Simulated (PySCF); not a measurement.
Gas-phase reaction: SiF₄ + 2 H₂SiO + 2 F₂ → 2 SiF₃OH + SiH₂F₂

Energies from PySCF, thermal terms from the rigid-rotor harmonic-oscillator model, ideal gas at 1 bar. † marks an energy on the PBE0/def2-TZVP geometry and frequencies; other levels use their own. CCSD(T) freezes the core. 6-31G* has spherical d functions here. All species are closed-shell singlets. B3LYP is the form with VWN-RPA correlation. H₂SiO, SiF₃OH: computed as isolated molecules; such fragments, hydroxides, amides, oligomers or adducts are transient or little studied in the gas. CCSD(T) isn't extrapolated to the basis-set limit; its ΔH°(298 K) is -1934.3 kJ in def2-SVP and -2036.4 kJ in def2-TZVPP. The harmonic model lacks anharmonicity and excited electronic states, which grow with temperature; levels with a mode under 35 cm⁻¹ are left out. Internal rotation in SiF₃OH is treated as a harmonic vibration of one conformer, which makes the entropy rough. Warning, large T1 diagnostic: H₂SiO (CCSD(T)/def2-TZVPP†).

```tsv
level	ΔE electronic, kJ	ΔH°(298 K), kJ	ΔS°(298 K), J/K	ΔG°(1200 K), kJ
B3LYP/def2-TZVP†	-2017	-1983	-263	-1678
CCSD(T)/def2-TZVPP†	-2070	-2036	-263	-1732
HF/6-31G*	-2161	-2129	-258	-1831
PBE/def2-TZVP†	-1934	-1900	-263	-1596
PBE0/def2-QZVP†	-2073	-2039	-263	-1734
PBE0/def2-TZVP	-2055	-2021	-263	-1716
ωB97M-V/def2-TZVP†	-2072	-2038	-263	-1733
```
ΔH° is lowest at HF/6-31G* and highest at PBE/def2-TZVP†. No reference value is set beside these.
